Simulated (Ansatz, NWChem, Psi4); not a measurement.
PH2 (SMILES [PH2]): the energy, rung by rung

PH2: 3 atoms, total charge 0, spin state doublet. As SMILES, `[PH2]`. Geometry: relaxed at PBE0-D4/def2-TZVP. The run starts from this shape.

| atom | x (Å) | y (Å) | z (Å) |
| --- | --- | --- | --- |
| P | 0.5257 | -0.3094 | 0.2582 |
| H | 0.1146 | 1.0515 | 0.1767 |
| H | -0.6404 | -0.7421 | -0.4350 |

Each level gives the adiabatic ionisation energy (to the singlet cation, no zero-point term) (eV). The values are calculated.

```csv
level,kind,program,value (eV),CPU time (all runs)
UHF/STO-3G,Hartree–Fock,Ansatz,6.78,1.1 s
UHF/3-21G,Hartree–Fock,NWChem,9.57,2.9 s
UHF/6-31G* (Cartesian functions),Hartree–Fock,Ansatz,9.19,1.1 s
USVWN5/def2-TZVP,LDA,Ansatz,9.97,3.1 s
UPBE/def2-SVP,GGA,Ansatz,9.93,6.1 s
UPBE-D3(BJ)/def2-TZVP,GGA,Ansatz,9.95,6.4 s
U-r2SCAN/def2-SVP,meta-GGA,Ansatz,10.17,7.5 s
U-r2SCAN/def2-TZVP,meta-GGA,Ansatz,10.11,12 s
UB3LYP/6-31G* (Cartesian functions),global hybrid,Ansatz,9.91,3.7 s
UCAM-B3LYP/def2-SVPD (density fitting),range-separated hybrid,Psi4,9.91,16 s
```

The values span 6.78 to 10.17 eV. Spin contamination of the reference (⟨S²⟩ at least 0.1 too high) touches UHF/STO-3G, UHF/6-31G*, U-r2SCAN/def2-TZVP (up to 0.48 too high). Without the sets that lack polarisation functions the rows with a basis span only 9.19 to 10.17 eV. Times are those of the runs behind each value, whatever else they computed, on shared processors of several kinds: orders of magnitude only.
